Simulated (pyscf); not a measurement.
# Addition across a multiple bond or ene-type step: HN=Ti(Cl)–Cl (SMILES [NH]=[Ti]([Cl])[Cl]) + H₂ (SMILES [H][H]) → H₂N–TiH(Cl)–Cl (SMILES [NH2][TiH]([Cl])[Cl])

Gas phase, singlet surface, charge 0. Bonds broken: H6–H7. Bonds formed: Ti1–H6, N3–H7. Single points on ωB97X-D3(BJ)/def2-SVP structures (PySCF, gas phase).

Transition state (Å):

```xyz
7

Ti    -0.3472     0.3957    -0.1692
Cl     1.6687     1.2746    -0.0843
N     -0.3883    -1.2284    -0.6238
Cl    -2.0929     1.5718    -0.8109
H     -0.4286    -2.2256    -0.8318
H     -0.7142    -0.2951     1.4443
H     -0.6422    -1.0466     0.7629
```

One imaginary mode, 1130i cm⁻¹; descent along it reached the two sides named, in the forms told below.

```
bond    change  reactant side (Å)  saddle  product side
------  ------  -----------------  ------  ------------
H6–H7   breaks              0.779   1.017           3.3
Ti1–H6   forms              2.102   1.793         1.655
N3–H7    forms              2.364   1.421         1.019
```

Electronic energies relative to the separated reactants (eV):

```json
[
 {"level": "ωB97X-D3(BJ)/def2-TZVP", "barrier": "-0.10", "reaction energy": "-1.39", "reverse barrier": "1.29"},
 {"level": "PBE/def2-TZVP", "barrier": "-0.29", "reaction energy": "-1.26", "reverse barrier": "0.97"},
 {"level": "r²SCAN/def2-TZVP", "barrier": "-0.28", "reaction energy": "-1.37", "reverse barrier": "1.08"},
 {"level": "B3LYP-D3(BJ)/def2-TZVP", "barrier": "-0.15", "reaction energy": "-1.38", "reverse barrier": "1.22"},
 {"level": "PBE0-D3(BJ)/def2-TZVP", "barrier": "-0.26", "reaction energy": "-1.41", "reverse barrier": "1.15"},
 {"level": "M06-2X/def2-TZVP", "barrier": "-0.09", "reaction energy": "-1.45", "reverse barrier": "1.36"},
 {"level": "ωB97M-D3(BJ)/def2-TZVP", "barrier": "-0.09", "reaction energy": "-1.38", "reverse barrier": "1.29"},
 {"level": "HF/def2-TZVP", "barrier": "0.41", "reaction energy": "-1.56", "reverse barrier": "1.97"}
]
```

With ωB97M-D3(BJ)/def2-TZVP energies and thermal terms (ideal gas, 1 atm, RRHO with modes under 100 cm⁻¹ raised to 100, one conformer, R ln 2 for rigid chiral ones), in eV:

| T (K) | ΔH‡ | ΔG‡ | ΔH | ΔG |
|---|---|---|---|---|
| 298 | -0.03 | 0.34 | -1.22 | -0.87 |
| 600 | -0.08 | 0.74 | -1.23 | -0.51 |
| 900 | -0.09 | 1.15 | -1.23 | -0.16 |
| 1200 | -0.09 | 1.56 | -1.20 | +0.20 |

On the reactant side the descent ends in an adduct with a H–Ti contact, 0.45 eV under the separated species and 0.35 eV under the saddle at ωB97X-D3(BJ)/def2-TZVP. At ωB97X-D3(BJ), PBE, r²SCAN, B3LYP-D3(BJ), PBE0-D3(BJ), M06-2X, ωB97M-D3(BJ) the saddle lies under the separated reactants, which points to a path from their complex (located at ωB97X-D3(BJ) alone). One saddle was located; it need not be the lowest between these sides.
